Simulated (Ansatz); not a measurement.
Diamond-structure Si, treated with PBE-D3(BJ) (plane waves, PAW; Ansatz, a program for electronic structure).

Run with plane-wave cutoff 520 eV, 12×12×12 k mesh, perturbation theory, scalar-relativistic PAW data made under PBE.

Computed at the level's own relaxed cell.

```xyz
2
Lattice="0.0000 2.7107 2.7107 2.7107 0.0000 2.7107 2.7107 2.7107 0.0000" Properties=species:S:1:pos:R:3 pbc="T T T"
Si     2.7107     2.7107     2.7107
Si     4.0661     4.0661     4.0661
```

Harmonic phonon frequencies (cm⁻¹; i marks an imaginary mode):

```tsv
q point	frequencies
Γ	…
X	139 139 412 412 465 465
L	…
W	198 198 356 356 471 471
```

Fill in the missing entries.


- Γ, frequencies: 0 0 0 516 516 516
- L, frequencies: 106 106 374 417 493 493

Measured, for comparison: zone-centre TO phonon frequency 525 cm⁻¹ (low temperature, zero-point motion not removed; as tabulated in Tanner et al. (2021), arXiv:2110.11888). Computed (rounded) less measured: zone-centre TO phonon frequency -2 %.

No imaginary mode appears at these points.

Note: the dispersion coefficients are held fixed in the derivatives.
